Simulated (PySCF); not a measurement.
**Solvent effects on NMR parameters**

Bonds (- single, = double, # triple, : aromatic): C1:C2 1.359 Å, C2:O3 1.355 Å, O3:C4 1.343 Å, C4:N5 1.290 Å, N5:C1 1.379 Å. C1 carries H6; C2 carries H7; C4 carries H8.

GIAO PBE0/pcSseg-1 in PySCF on one PBE0-D3(BJ)/def2-SVP conformer, non-relativistic, equivalent nuclei averaged. Solvents enter as an IEF-PCM continuum (cyclohexane with ε = 2.0, chloroform with ε = 4.7) around the gas-phase geometry. Shifts are referred to TMS computed in the same medium.

Gas phase, δ in ppm: C4 154.2, C2 142.9, C1 133.6, H8 7.66, H7 7.64, H6 7.32. Dipole moment 1.62 D.

Task: How does each δ change in the continuum?

Result: 
```
atoms                                              environment  Δδ, cyclohexane  Δδ, chloroform
   C4                 aromatic CH between two ring heteroatoms             +1.4            +2.5
   C2                      aromatic CH next to the ring oxygen             +1.3            +2.6
   C1                      aromatic CH next to a ring nitrogen             +0.1            +0.1
   H8  hydrogen on an aromatic CH between two ring heteroatoms            +0.12           +0.21
   H7       hydrogen on an aromatic CH next to the ring oxygen            +0.15           +0.28
   H6       hydrogen on an aromatic CH next to a ring nitrogen            +0.06           +0.11
```

Changes are relative to the gas phase. The dipole moment becomes 1.81 D in cyclohexane, 1.98 D in chloroform.

Task: Which of the listed nuclei move most (in ppm), and what does the model miss? (N and O are left out, as their reference compounds move with the solvent too.)

Result: C4 (aromatic CH between two ring heteroatoms, +2.5 ppm) and C2 (aromatic CH next to the ring oxygen, +2.6 ppm) in chloroform. A continuum only polarises the solute; specific hydrogen bonds, the anisotropy of aromatic solvents and changes of geometry or conformer are outside it.
